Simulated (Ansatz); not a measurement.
**[NO2]+ (SMILES O=[N+]=O) at FCI/STO-3G**

Aim: the vertical singlet–triplet gap of [NO2]+ at FCI/STO-3G, from 2 runs. 

Program for the calculation: Ansatz 0.2.0.

12 further runs of the same task are left out: 10 that didn't finish, 2 set aside as unsound or not needed.

## 1. Starting point

The species is [NO2]+ (3 atoms), meant as a singlet with charge +1. SMILES: `O=[N+]=O`. Geometry: relaxed at PBE0-D4/def2-TZVP.

Bond lengths: O1–N2 1.110 Å, N2–O3 1.110 Å. Angles: O1–N2–O3 180.0°.

## 2. A single-point energy at FCI/STO-3G

in.yaml

```yaml
crystal:
  periodic: [false, false, false]
  atoms:
    - {symbol: O, position_ang: [-0.572980, 0.927020, -0.209580]}
    - {symbol: "N", position_ang: [-0.000010, -0.000010, -0.000000]}
    - {symbol: O, position_ang: [0.572990, -0.927010, 0.209580]}
basis:
  gaussian: {orbitals: STO-3G}
correlation: {method: fci, frozen_orbitals: {"N": 1, O: 1}}
total_charge: 1
accuracy: high
```

Launch:

```console
$ ansatz run in.yaml --threads 1 --pin off --max-ram 3480MiB --events-out events.jsonl --progress --plain --runs-dir runs
```

Output:

```text
Warning: RAYON_NUM_THREADS=1 ignored (pool sized by the plan → 1); use --threads N
Functional definition: HF
  name "HF"
  exchange = exact_x
  correlation = 0
251 factors; integrals over basis functions are off by at most 3.2e-8 eV
mean field evaluation 1: about -5464.0466 eV, gradient 3.9e1 eV
mean field evaluation 2: about -5464.1102 eV, gradient 3.9e1 eV
mean field evaluation 4: about -5467.4091 eV, gradient 7.5e-1 eV
mean field evaluation 8: about -5467.4081 eV, gradient 4.7e-6 eV
mean field -5467.40811102 eV, -200.9235421376 hartree, gradient 8.3e-8 eV, S^2 0.000000; 0 other end points of the search recorded, 0 dependent functions left out; unrestricted orbitals would lower it
mean field evaluation 16: about -5467.7056 eV, gradient 4.2e-1 eV
3 core orbitals not correlated: weight in the atoms' cores, before any rotation towards them, 1.000 or more for the frozen orbitals, at most 0.000 for the correlated occupied ones
reference -5467.40811102 eV, -200.9235421376 hartree; 8, 8 occupied and 4, 4 virtual orbitals, 251 factors
state -5474.83269069 eV, -201.1963904080 hartree
Total energy: -5474.83269069 eV, -201.1963904080 hartree
```

It took 0.95 s on 1 thread of Intel Xeon Platinum 8488C (Sapphire Rapids), shared host.

## 3. The triplet at the same level

molecule.yaml

```yaml
crystal:
  periodic: [false, false, false]
  atoms:
    - symbol: O
      position_ang: [-0.572980, 0.927020, -0.209580]
    - symbol: N
      position_ang: [-0.000010, -0.000010, -0.000000]
    - symbol: O
      position_ang: [0.572990, -0.927010, 0.209580]
basis:
  gaussian: {orbitals: STO-3G}
total_charge: 1
magnetization: {spin_polarized: true, initial_magnetization: 2}
correlation: {method: fci, frozen_orbitals: {"N": 1, O: 1}}
accuracy: high
```

Launch:

```console
$ ansatz run molecule.yaml --threads 1 --pin off --max-ram 3480MiB --events-out events.jsonl --progress --plain --runs-dir runs
```

Output, cut to the lines that bear on the results:

```text
Warning: RAYON_NUM_THREADS=1 ignored (pool sized by the plan → 1); use --threads N
[... 2 set-up lines as earlier in the session ...]
[...]
251 factors; integrals over basis functions are off by at most 3.2e-8 eV
[...]
mean field -5464.36507692 eV, -200.8117126970 hartree, gradient 6.2e-8 eV, S^2 2.005143; 12 other end points of the search recorded, 0 dependent functions left out
determinant -5464.36507692 eV, -200.8117126970 hartree, with singles and doubles -5468.61871218 eV, -200.9680309098 hartree
determinant -5463.92798987 eV, -200.7956500442 hartree, with singles and doubles -5468.06132749 eV, -200.9475474001 hartree
[...]
3 core orbitals not correlated: weight in the atoms' cores, before any rotation towards them, 1.000 or more for the frozen orbitals, at most 0.000 for the correlated occupied ones
reference -5464.31328441 eV, -200.8098093577 hartree; 9, 7 occupied and 3, 5 virtual orbitals, 251 factors
state -5469.18014401 eV, -200.9886631489 hartree
Total energy: -5469.18014401 eV, -200.9886631489 hartree
```

It took 2.9 s on 1 thread of Intel Xeon Platinum 8488C (Sapphire Rapids), shared host.

## 4. Summary of results

At FCI/STO-3G, 3 core orbitals frozen:

```
                                            quantity          value
                               singlet: total energy  -201.19639 Eh
singlet: correlation energy (3 core orbitals frozen)     -272.8 mEh
                               triplet: total energy  -200.98866 Eh
triplet: correlation energy (3 core orbitals frozen)     -178.9 mEh
    vertical energy of the triplet above the singlet       5.653 eV
```

**Reading.** At this shape the triplet lies 5.65 eV (130 kcal/mol) above the singlet. In a minimal basis such a difference can be off by several eV, whatever the method. The restricted solution (singlet) is unstable to spin breaking: an unrestricted one lies lower.
